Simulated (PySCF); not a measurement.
Basis sets over 5 cases of the lowest singlet excitation energy at CAM-B3LYP with PySCF (elements up to F), each against its own reference: the value in d-aug-cc-pVTZ. By their distance from other large sets or by the extrapolation step the references are unsure by up to roughly 0.015 eV. B3LYP-D3(BJ)/def2-TZVP geometries; Tamm-Dancoff, state by order; density fitting; no added dispersion term; no relativity. 

Cases are drawn at random; left out are references unsure by over 0.017 eV, doubtful singlets; stability and T1 were not tested. Sets are drawn from those converged to one state in every case.

Cases (SMILES) and reference values:
- [O+](=O)[O-]: 2.199 eV
- OO (H2O2): 5.907 eV
- [H][H] (H2): 11.635 eV
- C(=C)F: 6.833 eV
- O=C (CH2-O): 4.004 eV

```
basis            functions over aug-cc-pVDZ (largest species, mean of cases)  mean signed deviation (eV)  mean absolute  largest  within 0.05 eV
---------------  -----------------------------------------------------------  --------------------------  -------------  -------  --------------
aug-cc-pVDZ                                                              1.0                      -0.022          0.026    0.055          4 of 5
aug-pcseg-1                                                              1.0                      -0.007          0.023    0.057          4 of 5
d-aug-cc-pVDZ                                                            1.4                      -0.031          0.031    0.056          3 of 5
def2-TZVPD                                                               1.4                       0.214          0.216    0.771          3 of 5
jun-cc-pV(T+d)Z                                                          1.6                       0.332          0.333    1.424          3 of 5
def2-TZVPPD                                                              1.8                       0.210          0.212    0.756          3 of 5
aug-cc-pVTZ                                                              2.2                       0.007          0.007    0.018          5 of 5
aug-pcseg-2                                                              2.2                       0.005          0.007    0.015          5 of 5
pcseg-3                                                                  3.0                       0.118          0.121    0.302          3 of 5
def2-QZVPPD                                                              3.1                       0.186          0.187    0.746          3 of 5
```

Of the sets for which every case ran a larger relative (same family, alike in diffuse functions), none listed holds all cases within 0.05 eV together with them. Inside, though some case ran no larger relative to test it: aug-cc-pVTZ, aug-pcseg-2. Largest deviations of relatives not listed, over the cases that ran them: aug-pcseg-3 0.008, aug-cc-pV5Z 0.009, aug-cc-pVQZ 0.017 eV. A case lies within its reference's uncertainty of the window's edge in d-aug-cc-pVDZ. These figures hold for the cases listed.
